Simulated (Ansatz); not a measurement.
# SO2F2 (sulfuryl fluoride): CCSD(T)/6-311+G(d,p)

Aim: the vertical electron affinity of SO2F2 (sulfuryl fluoride) at CCSD(T)/6-311+G**, from 2 runs. 

Program for the calculation: Ansatz 0.2.0.

42 further runs of the same task are left out: 42 set aside as unsound or not needed.

## (1) Starting point

SO2F2: 5 atoms, total charge 0, spin state singlet. As SMILES, `O=S(=O)(F)F`. The coordinates come from a PBE0-D4/def2-TZVP relaxation.

Bond lengths: O1–S2 1.404 Å, S2–O3 1.404 Å, S2–F4 1.539 Å, S2–F5 1.539 Å. Angles: O1–S2–O3 124.9°, O1–S2–F4 108.1°, O1–S2–F5 108.1°, O3–S2–F4 108.1°, O3–S2–F5 108.1°, F4–S2–F5 95.6°.

## (2) The energy at CCSD(T)/6-311+G(d,p)

Input file in.yaml:

```yaml
crystal:
  periodic: [false, false, false]
  atoms:
    - {symbol: O, position_ang: [-0.388200, -0.151100, 1.421700]}
    - {symbol: S, position_ang: [0.070900, -0.096900, 0.095900]}
    - {symbol: O, position_ang: [1.129600, -0.862200, -0.418700]}
    - {symbol: F, position_ang: [-1.140900, -0.267600, -0.837400]}
    - {symbol: F, position_ang: [0.328600, 1.377800, -0.261400]}
basis:
  gaussian: {orbitals: 6-311+G_st__st_-spherical.json}
correlation: {method: ccsd_t, frozen_orbitals: {F: 1, O: 1, S: 5}}
accuracy: high
scf: {omitted_lower_state_checks: [cluster_reference, increment]}
```

The basis set 6-311+G** is read from a file made from the Basis Set Exchange's data (not shown).

Launch:

```
$ ansatz run in.yaml --threads 1 --pin off --max-ram 3480MiB --events-out events.jsonl --progress --plain --runs-dir runs
```

Standard output (excerpt; [...] marks lines left out):

```text
Warning: RAYON_NUM_THREADS=1 ignored (pool sized by the plan → 1); use --threads N
Functional definition: HF
  name "HF"
[...]
2147 factors; integrals over basis functions are off by at most 4.1e-9 eV
[...]
mean field -20303.23676914 eV, -746.1301892377 hartree, gradient 1.1e-8 eV, S^2 0.000000; 0 other end points of the search recorded, 0 dependent functions left out
9 core orbitals not correlated: weight in the atoms' cores, before any rotation towards them, 1.000 or more for the frozen orbitals, at most 0.000 for the correlated occupied ones
reference -20303.23676914 eV, -746.1301892377 hartree; 16, 16 occupied and 93, 93 virtual orbitals, 2147 factors
second order -26.15889481 eV of doubles, -0.00000000 eV of singles
cycle   1  -25.07047455 eV  change     1.1e0 eV  update   1.3e-1
[...]
cycle  19  -25.92880383 eV  change    2.0e-9 eV  update   2.1e-9
perturbative correction -0.89146192 eV, -0.0327606213 hartree
Total energy: -20330.05703489 eV, -747.1158158246 hartree
Checks for a lower state left out: cluster_reference, increment
```

It took 64 s on 1 thread of Arm Neoverse V2, shared host; peak memory 1.1 GiB.

## (3) The doublet anion at the same level

Input file run.yaml:

```yaml
crystal:
  periodic: [false, false, false]
  atoms:
    - {symbol: O, position_ang: [-0.388200, -0.151100, 1.421700]}
    - {symbol: S, position_ang: [0.070900, -0.096900, 0.095900]}
    - {symbol: O, position_ang: [1.129600, -0.862200, -0.418700]}
    - {symbol: F, position_ang: [-1.140900, -0.267600, -0.837400]}
    - {symbol: F, position_ang: [0.328600, 1.377800, -0.261400]}
basis:
  gaussian:
    orbitals: 6-311+G_st__st_-spherical.json
total_charge: -1
magnetization:
  spin_polarized: true
  initial_magnetization: 1
correlation:
  method: ccsd_t
  frozen_orbitals: {F: 1, O: 1, S: 5}
accuracy: high
scf:
  omitted_lower_state_checks: [cluster_reference, increment]
```

The basis set 6-311+G** is read from a file made from the Basis Set Exchange's data (not shown).

Launch:

```
$ ansatz run run.yaml --threads 1 --pin off --max-ram 3480MiB --events-out events.jsonl --progress --plain --runs-dir runs
```

Standard output (excerpt; [...] marks lines left out):

```text
Warning: RAYON_NUM_THREADS=1 ignored (pool sized by the plan → 1); use --threads N
[... 2 set-up lines as earlier in the session ...]
[...]
2147 factors; integrals over basis functions are off by at most 4.1e-9 eV
[...]
mean field -20301.59552209 eV, -746.0698745212 hartree, gradient 2.8e-8 eV, S^2 0.751044; 10 other end points of the search recorded, 0 dependent functions left out
9 core orbitals not correlated: weight in the atoms' cores, before any rotation towards them, 1.000 or more for the frozen orbitals, at most 0.000 for the correlated occupied ones
reference -20301.59552209 eV, -746.0698745212 hartree; 17, 16 occupied and 92, 93 virtual orbitals, 2147 factors
second order -26.63017594 eV of doubles, -0.00000000 eV of singles
cycle   1  -25.43096954 eV  change     1.2e0 eV  update   1.5e-1
[...]
cycle  23  -26.38430970 eV  change   -2.3e-9 eV  update   2.7e-9
perturbative correction -0.95007751 eV, -0.0349147047 hartree
Total energy: -20328.92990931 eV, -747.0743947235 hartree
Checks for a lower state left out: cluster_reference, increment
```

Wall time 5.6 min (1 thread of Arm Neoverse V2, shared host); peak memory 2.6 GiB.

## (4) What came out

Level: CCSD(T)/6-311+G**, 9 core orbitals frozen.

| quantity | value |
| --- | --- |
| singlet SO2F2: total energy | -747.11582 Eh |
| singlet SO2F2: correlation energy (9 core orbitals frozen) | -985.6 mEh |
| singlet SO2F2: (T) correction | -32.76 mEh |
| singlet SO2F2: T1 diagnostic | 0.015 |
| doublet anion: total energy | -747.07439 Eh |
| doublet anion: correlation energy (9 core orbitals frozen) | -1004.5 mEh |
| doublet anion: (T) correction | -34.91 mEh |
| doublet anion: ⟨S²⟩ of the reference determinant | 0.751 |
| doublet anion: T1 diagnostic | 0.024 |
| vertical electron affinity (to the doublet anion) | -1.127 eV |

In words: The anion lies 1.13 eV (26 kcal/mol) above the neutral: the electron isn't bound at this level, and such a value depends on the basis. The triples (singlet SO2F2) make up 3.3 % of the correlation energy. The triples (doublet anion) make up 3.5 % of the correlation energy.
